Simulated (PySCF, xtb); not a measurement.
Homolysis of single bonds, series B Br-SH. Gas-phase values, no solvent. One relaxed conformer stands for each flexible species; it need not be the lowest. Strings in code marks are SMILES.

Quantity: homolytic bond dissociation enthalpy at 298 K (no spin–orbit term), in kcal/mol. Enthalpy corrections at 298 K come from GFN2-xTB frequencies (xtb).

Level 1: ωB97X-D3(BJ)/def2-TZVP // PBE0-D3(BJ)/def2-TZVP (PySCF)
Level 2: B3LYP/6-31G* // PBE0-D3(BJ)/def2-TZVP (PySCF)
Level 3: M06-2X/6-31G* // PBE0-D3(BJ)/def2-TZVP (PySCF)
Level 4: PBE/6-31G* // PBE0-D3(BJ)/def2-TZVP (PySCF)

```tsv
species	level 1	level 2	level 3	level 4
B–Br bond of `SB(S)Br` (H–S–B–Br torsion 0°, Br–B–S–H torsion -180°), giving `S[B]S` (H–S–B–S torsion 0°, S–B–S–H torsion -180°) and `[Br]`	104.0	96.3	97.7	101.7
B–Br bond of `SB(Br)Br` (H–S–B–Br torsion 180°), giving `S[B]Br` (H–S–B–Br torsion 0°) and `[Br]`	104.5	96.8	97.9	102.5
S–B bond of `SB(S)S`, giving `S[B]S` (H–S–B–S torsion 0°, S–B–S–H torsion -180°) and `[SH]`	103.0	93.3	99.4	98.4
```
